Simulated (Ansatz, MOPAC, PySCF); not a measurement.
Molecule: difluoromethane, CH2F2, net charge 0, singlet state. SMILES: FCF
Geometry from a B3LYP-D3(BJ)/def2-TZVP (Ansatz, a first-principles code) optimisation:
```xyz
5

C      0.0044     0.0053     0.5043
F     -0.0170     1.1024    -0.3021
F      0.0119    -1.1085    -0.2792
H     -0.9025    -0.0002     1.1113
H      0.9218     0.0234     1.0951
```
Charge 0, spin multiplicity 1.

Unscaled harmonic wavenumbers (cm⁻¹) in rising order, each level at the stationary point that it reaches from this structure (no distance between atoms moves by over 0.3 Å); the order of modes can differ between levels, and a negative number is imaginary. B3LYP-D3(BJ)/def2-TZVP (PySCF, at the structure above): 524, 1076, 1109, 1183, 1269, 1460, 1533, 3049, 3119.

AM1 (MOPAC): 500, 1110, 1202, 1332, 1359, 1430, 1500, 2990, 3042. Zero-point energy 20.7 against 20.5 kcal/mol; where all levels lie over 400 cm⁻¹, the wavenumbers are on average 1.020 times those of B3LYP-D3(BJ)/def2-TZVP.

PM6 (MOPAC): 509, 1009, 1086, 1188, 1206, 1294, 1301, 2638, 2675. Zero-point energy 18.4 against 20.5 kcal/mol; where all levels lie over 400 cm⁻¹, the wavenumbers are on average 0.922 times those of B3LYP-D3(BJ)/def2-TZVP.

HF/3-21G (Ansatz): 535, 1182, 1249, 1261, 1400, 1639, 1733, 3300, 3362. Zero-point energy 22.4 against 20.5 kcal/mol; where all levels lie over 400 cm⁻¹, the wavenumbers are on average 1.092 times those of B3LYP-D3(BJ)/def2-TZVP.

B3LYP/6-31G* (Ansatz): 519, 1129, 1130, 1196, 1277, 1502, 1568, 3059, 3121. Zero-point energy 20.7 against 20.5 kcal/mol; where all levels lie over 400 cm⁻¹, the wavenumbers are on average 1.015 times those of B3LYP-D3(BJ)/def2-TZVP.
